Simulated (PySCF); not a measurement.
# How methods differ on the electron affinity of B

B⁻ [He] 2s2 2p2 (3P) → B [He] 2s2 2p1 (2P), as a difference of total energies. Computed with PySCF 2.14 in dyall-av3z, with the spin-free X2C one-electron Hamiltonian (Gaussian nucleus). Correlated levels: valence: 1s2 frozen; virtual orbitals above 40 to 60 times the deepest correlated orbital energy dropped. The calculations carry no spin-orbit coupling.

```json
{"method": "UHF", "electron affinity (eV)": "-0.305"}
{"method": "LDA", "electron affinity (eV)": "0.764"}
{"method": "PBE", "electron affinity (eV)": "0.646"}
{"method": "PBE0", "electron affinity (eV)": "0.488"}
{"method": "r2SCAN", "electron affinity (eV)": "0.603"}
{"method": "B97-3", "electron affinity (eV)": "0.337"}
{"method": "wB97M-V", "electron affinity (eV)": "0.333"}
{"method": "r2SCANh", "electron affinity (eV)": "0.552"}
{"method": "M06", "electron affinity (eV)": "0.313"}
{"method": "MP2 (valence)", "electron affinity (eV)": "0.208"}
{"method": "SCS-MP2 (valence)", "electron affinity (eV)": "0.058"}
```

Errors of the correlated levels include the incompleteness of this basis and the frozen core.

A negative affinity means that the anion lies above the atom at that level of theory.

In the anion the highest occupied orbital energy is positive at LDA, PBE, PBE0, r2SCAN, B97-3, r2SCANh, M06, a self-interaction effect; the basis confines that electron, and the energy difference can still be sensible.

For comparison: 0.280 eV (measured; photodetachment measurements, as compiled on the Wikipedia data page of electron affinities).
